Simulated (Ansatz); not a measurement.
Basis-set extrapolation for C$_{5}$H$_{8}$, SMILES `C=C1CCC1` (PBE0-D4/def2-TZVP geometry, frozen core, Ansatz). Multiplicity 1, RHF reference.

```tsv
	def2-TZVPP	def2-QZVPP
HF	-194.014540	-194.023174
MP2 correlation	-0.830158	-0.881716
CCSD(T) correlation	-0.912840	not run
```

Energies in hartree. Use E(X) = E(∞) + A·exp(−7.88·√X) for Hartree–Fock and E(X) = E(∞) + B·X^(−2.97) for correlation, with X = 3 and 4, and add CCSD(T) minus MP2 of the smaller set to the MP2 limit.

Task: What is the CCSD(T) energy at the basis-set limit?

Result: HF limit: -194.023174 + (-0.008634) × 0.13774 = -194.02436. MP2 limit: -0.881716 + (-0.051558) × 0.74074 = -0.91991. Higher-order term: -0.912840 − (-0.830158) = -0.08268. Total: -195.02695 hartree, 261.4 kJ/mol below CCSD(T)/def2-TZVPP.
